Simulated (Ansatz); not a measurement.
**Si₄C₁₁: short dynamics, then relaxation**

A packing of 15 atoms, thrown in at random and pushed apart as soft spheres with like charges further apart (11 C, 4 Si) went through Langevin stages in a fixed cell of 11.33 Å³/atom, at one k point, without spin and with a Fermi–Dirac width of kT (0.05 eV at least). All numbers below come from DFT PBE, scalar-relativistic, plane waves, PAW (Ansatz 0.2.0).

| thermostat (K) | duration (fs) | friction (1/fs) | cutoff (eV) | mean T (K) | mean P (GPa) | mean square displacement (Å²) |
| --- | --- | --- | --- | --- | --- | --- |
| 4000 | 48 | 0.030 | 320 | 4136 | -3.6 | 0.86 |
| 4000 | 800 | 0.005 | 420 | 4632 | 8.5 | 10.60 |
| 2880 | 480 | 0.005 | 420 | 2704 | 3.2 | 1.95 |
| 1600 | 238 | 0.015 | 420 | 1609 | 1.8 | 0.10 |
| 300 | 200 | 0.015 | 420 | 382 | -3.4 | 0.03 |

Means run over the second half of a stage; pressure includes the kinetic part; displacements count from the stage's start, the atoms' common shift taken off.

Cell and atoms were then relaxed on coarser meshes and computed once more: Settings: cutoff 420 eV, Γ-centred mesh 6×6×6 on the computed 15-atom cell, Gaussian smearing of 0.10 eV; no spin polarisation.

Problem. What structure is left?

Solution. One draw of many: 11.02 Å³/atom with no gap on the mesh, 0.63 eV/atom above the elements' standard states (static lattices, no corrections for gases) (a random packing after short dynamics, relaxed).

Counting as bonded all pairs within 1.2 times the summed covalent radii:

```
atom → neighbour mean count mean length (Å) spread (Å)
           C → C        2.00             1.46        0.07
          C → Si        1.27             1.93        0.08
          Si → C        3.50             1.93        0.08
         Si → Si        0.50             2.42        0.00
```

Angles between all pairs of such bonds at an atom (mean ± spread): 115 ± 16° at C, 107 ± 17° at Si.

```
C Si
1.0
     5.34516    0.13258    0.06053
     0.12249    5.62127   -0.11603
     0.05999   -0.12052    5.50884
C Si
11 4
Direct
  0.96732 0.92495 0.68719
  0.25424 0.45430 0.39074
  0.60724 0.09080 0.15407
  0.65082 0.67442 0.84521
  0.84319 0.68620 0.64506
  0.35259 0.11051 0.09988
  0.93566 0.14364 0.60024
  0.71807 0.60271 0.40569
  0.41654 0.64078 0.75322
  0.45026 0.57491 0.48293
  0.17930 0.30045 0.18763
  0.09538 0.42487 0.69771
  0.17923 0.86111 0.94699
  0.77697 0.79288 0.13584
  0.83542 0.27747 0.30188
```

Cost: 6 runs of about 40 core-minutes in all (earlier runs that led there not counted), on Intel Xeon Processor @ 2.50GHz (Skylake/Cascade Lake) (shared hosts).